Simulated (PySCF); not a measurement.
Species: C₄H₇NS.
Cartesian coordinates in Å at the GFN2-xTB level; atoms count from 1:
```xyz
13
C4H7NS angstrom
C     -2.3998   -0.7894   -0.7624
C     -1.5773   -0.4073    0.2086
N     -0.2799   -0.0490   -0.0736
C      0.4995    0.3134    0.8580
S      2.1325    0.7699    0.5448
C      2.1840    0.5441   -1.2525
H     -3.4166   -1.0727   -0.5604
H     -2.0639   -0.8234   -1.7836
H     -1.9058   -0.3677    1.2501
H      0.2394    0.3757    1.9202
H      1.9566   -0.4925   -1.4763
H      3.1845    0.8048   -1.5799
H      1.4425    1.1946   -1.7038
```

Level of theory: PySCF 2.14.0, density-fitted response routines, TDDFT B3LYP/def2-SVPD, vertical, gas phase, core orbitals frozen in the response.

Frontier orbitals with the atoms that hold most of them (Löwdin shares over 4%, at most four atoms; ? is withheld):

```
orbital  ε (eV)                           atoms
 LUMO+2    0.62  S5 42%, C4 12%, H10 11%, C2 9%
 LUMO+1    0.10   S5 58%, C6 15%, C4 5%, H12 5%
   LUMO   -1.23                               ?
   HOMO       ?  S5 34%, C1 20%, N3 15%, C2 12%
 HOMO-1   -7.40                               ?
 HOMO-2   -7.98  S5 30%, C2 19%, C1 16%, C4 15%
 HOMO-3   -9.37    S5 57%, C6 19%, C4 9%, N3 4%
```

**Question.** Give the leading atoms of the HOMO-1.

**Answer.** N3 (bonded to 2 C) 58%; C2 (bonded to C, N and H) 11%; C4 (bonded to N, S and H) 10%; S5 (bonded to 2 C) 7%. By element: nitrogen 58%, carbon 21% or more, sulfur 7%.

**Question.** Give the leading atoms of the LUMO.

**Answer.** C4 (bonded to N, S and H) 29%; C1 (bonded to C and 2 H) 19%; N3 (bonded to 2 C) 17%; S5 (bonded to 2 C) 14%. By element: carbon 48% or more, nitrogen 17%, sulfur 14%.

**Question.** What is the HOMO energy, and the HOMO–LUMO gap?

**Answer.** ε(HOMO) = -6.19 eV; the gap is 4.96 eV (0.1824 hartree).

**Question.** How does S1 compare with the orbital gap of 4.96 eV?

**Answer.** S1 is at 4.74 eV (f = 0.0003), 0.22 eV below the gap, made of HOMO-1→LUMO (99%). Its leading pair isn't HOMO and LUMO; the energies of that pair differ by 6.17 eV. Without the coupling terms of the response equations the lowest excitation would equal the gap.

**Question.** Give energy, strength and leading configuration of S1, S2, S3 and S8, and follow the Löwdin shares of the leading atoms from the occupied to the empty orbital.

**Answer.** 
- S1 (4.74 eV, f 0.0003), HOMO-1→LUMO (99%): N3 58% → 17%, C2 11% → at most 14%, C4 10% → 29%, C1 at most 7% → 19%
- S2 (4.88 eV, f 0.567), HOMO→LUMO (95%): S5 34% → 14%, C1 20% → 19%, C4 at most 12% → 29%
- S3 (5.34 eV, f 0.0000), HOMO→LUMO+1 (96%): S5 34% → 58%, C1 20% → at most 6%, C6 at most 12% → 15%
- S8 (6.59 eV, f 0.027), HOMO-1→LUMO+1 (81%): N3 58% → at most 6%, C2 11% → at most 6%, S5 7% → 58%, C6 at most 7% → 15%

Löwdin shares depend on the basis, the more so with diffuse functions.

Hardware: one thread of an Arm Neoverse V1, on a shared host. Cost: 22 s of wall time.

One conformer stands for the species.
